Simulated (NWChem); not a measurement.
**Correlation energy of B**

```xyz
1

B      0.0000     0.0000     0.0000
```
Charge 0, spin multiplicity 2.

Everything below was run with NWChem.

Basis set: cc-pVDZ. Each correlation energy counts from its own Hartree-Fock reference.

```tsv
method	correlation energy (mHa)
URI-MP2	-36.5
UMP2	-36.5
SCS-UMP2	-41.7
CCSD on UHF	-58.6
CCSD[T] on UHF	-59.5
CCSD(T) on UHF	-59.4
CCSD on ROHF	-61.9
CCSD[T] on ROHF	-62.8
CCSD(T) on ROHF	-62.8
CCSDT on ROHF	-63.2
```

The values span 26.7 mHa, from CCSDT on ROHF (lowest) to URI-MP2 (highest). 

The correlated methods keep 1 core orbital frozen. No SCF solution was tested for a lower state. Open-shell Hartree-Fock references start from PBE0 orbitals. No row is a measurement; the coupled-cluster row has its own basis-set and correlation limits.
